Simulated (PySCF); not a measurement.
Gas-phase reaction: 2 HPO₃ + 3 P ⇌ 3 PO₂ + 2 PH

Energies from PySCF (xtb for GFN2), thermal terms from the rigid-rotor harmonic-oscillator model, ideal gas at 1 bar. † marks an energy on the PBE0/def2-TZVP geometry and frequencies; other levels use their own. MP2 and CCSD(T) freeze the core. 6-31G* has spherical d functions here. Open shells (unrestricted): P (multiplicity 4), PO₂ (multiplicity 2), PH (multiplicity 3); the rest are closed-shell singlets. GFN2 has no spin-polarisation term. B3LYP is the form with VWN-RPA correlation. HPO₃: computed as isolated molecules; such fragments, hydroxides, amides, oligomers or adducts are transient or little studied in the gas. MP2 isn't extrapolated to the basis-set limit; its ΔH°(298 K) is 147.9 kJ in def2-SVP and 116.8 kJ in def2-TZVPP. CCSD(T) isn't extrapolated to the basis-set limit; its ΔH°(298 K) is 135.7 kJ in def2-SVP and 101.0 kJ in def2-TZVPP. The harmonic model lacks anharmonicity and excited electronic states, which grow with temperature; levels with a mode under 35 cm⁻¹ are left out. Internal rotation in HPO₃ is treated as a harmonic vibration of one conformer, which makes the entropy rough.

```
level                ΔE electronic, kJ  ΔH°(298 K), kJ  ΔS°(298 K), J/K  ΔG°(1600 K), kJ
-------------------  -----------------  --------------  ---------------  ---------------
B3LYP/def2-TZVP†                    11             -27              107             -179
CCSD(T)/def2-SVP†                  174             136              107              -17
CCSD(T)/def2-TZVPP†                139             101              107              -51
GFN2-xTB                          -158            -189              101             -325
HF/6-31G*                          372             331              108              175
HF/def2-TZVP†                      335             297              107              145
MP2/def2-SVP†                      186             148              107               -4
MP2/def2-TZVPP†                    155             117              107              -35
PBE/def2-SVP                        -8             -45              106             -194
PBE/def2-TZVP†                     -24             -62              107             -214
```
ΔH° is lowest at GFN2-xTB and highest at HF/6-31G*. No reference value is set beside these.
